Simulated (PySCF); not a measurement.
Magnesium: a sound run and one with changed settings

Sound run: Mg [Ne] 3s2, Mg⁺ [Ne] 3s1. Calculation: PySCF 2.14, in cc-pVTZ (5s4p2d1f, 34 functions); no relativity, point nucleus. In the sound run the correlated levels freeze [Ne]. The sound run starts from symmetry-adapted Hartree-Fock orbitals and uses a fine grid where one is needed.

Changed run: the spin-free X2C one-electron Hamiltonian (Gaussian nucleus). This setting is unsound on purpose.

```csv
species,method,sound run (hartree),changed run (hartree),converged
Mg,UHF,-199.61335,-199.89293,yes
Mg,LDA,-199.12898,-199.40800,yes
Mg,B3LYP,-200.09770,-200.37698,yes
Mg,MP2,-199.63688,-199.91648,yes
Mg,CCSD(T),-199.64708,-199.92665,yes
Mg⁺,UHF,-199.37053,-199.64977,yes
Mg⁺,LDA,-198.84522,-199.12383,yes
Mg⁺,B3LYP,-199.81370,-200.09256,yes
```

Ionisation energy of Mg:

| method | sound run (eV) | changed run (eV) |
| --- | --- | --- |
| UHF | 6.607 | 6.617 |
| LDA | 7.722 | 7.733 |
| B3LYP | 7.728 | 7.739 |
| MP2 | 7.248 | 7.257 |
| SCS-MP2 | 7.376 | 7.386 |
| CCSD | 7.525 | 7.534 |
| CCSD(T) | 7.525 | 7.534 |
| CCSDT | 7.525 | 7.534 |
| FCI | 7.525 | 7.534 |

Most of the change in total energy is the relativistic energy itself. On top of that the contraction fixes the core shape for the Hamiltonian it was made with, so the changed run is not a good calculation with the other Hamiltonian either.

For comparison, NIST gives 7.646 eV between the lowest levels.
